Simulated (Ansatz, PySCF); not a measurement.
Molecule: SiCl₃, net charge 0, doublet state. It need not be the lowest isomer of its formula. 
Geometry from a B3LYP-D3(BJ)/def2-TZVP (Ansatz, a program for electronic structure) optimisation:
```xyz
4

Si     0.3143     0.3107     0.3116
Cl    -0.8706    -0.8817     1.4995
Cl     1.4921    -0.8763    -0.8886
Cl    -0.8803     1.5021    -0.8675
```
Charge 0, spin multiplicity 2.

Property: atomisation energy (electronic, to ground-state atoms), in kcal/mol. Valence correlation only, unless marked. Open shells are spin-unrestricted. No spin-orbit coupling. No relativistic terms. FCI takes restricted orbitals. The coupled-cluster limit lacks core correlation, which all-electron functionals hold. CBS marks a two-point X^-3 extrapolation of the correlation energy; Hartree-Fock from the larger set. [CCSD(T)-MP2]/basis is that difference in the basis named.

| level | program | atomisation energy (kcal/mol) |
|---|---|---|
| HF/def2-TZVPD | PySCF | 201.6 |

Question: What does RI-MP2/CBS(cc-pV(T+d)Z,cc-pV(Q+d)Z)+[CCSD(T)-MP2]/cc-pV(T+d)Z (Ansatz) give?

Answer: 275.1 kcal/mol
